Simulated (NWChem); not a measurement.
**How basis sets differ on AlH2SF (SMILES [F][AlH][SH])**

The species is AlH2SF (5 atoms), meant as a singlet with charge 0. SMILES: `[F][AlH][SH]`. The shape is that of a PBE0-D4/def2-TZVP optimisation. This is one conformer, not always the lowest.

```xyz
5

F    -1.2035   -1.5358    0.8775
Al   -0.5139   -0.3091    0.0248
S     1.5361    0.1826    0.5335
H    -1.3411    0.4304   -1.0852
H     1.5723    1.1582   -0.3921
```

Quantity: the dipole moment, in D. The values are calculated.

```csv
level,kind,program,value (D)
BP86/cc-pVDZ,GGA,NWChem,1.93
BP86/jun-cc-pV(D+d)Z,GGA,NWChem,2.14
BP86/aug-cc-pVDZ,GGA,NWChem,1.85
BP86/cc-pVTZ,GGA,NWChem,1.76
```

The values span 1.76 to 2.14 D. Magnitudes only.
